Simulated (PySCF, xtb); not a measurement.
H2N, SMILES [NH2] (connectivity only; charge and spin as stated), charge -1, multiplicity 1.

Harmonic wavenumbers (cm⁻¹) from GFN2-xTB in xtb at its own minimum, in rising order: 1772, 2888, 2983.

Q: What does PySCF with r2SCAN-D4/def2-TZVPD give at its own minimum? (Estimate from the structure and the level; the computed values follow.)

A: 1511, 3277, 3356. Paired by order, the mean absolute difference is 341 cm⁻¹ and the zero-point energies are 10.9 and 11.6 kcal/mol.
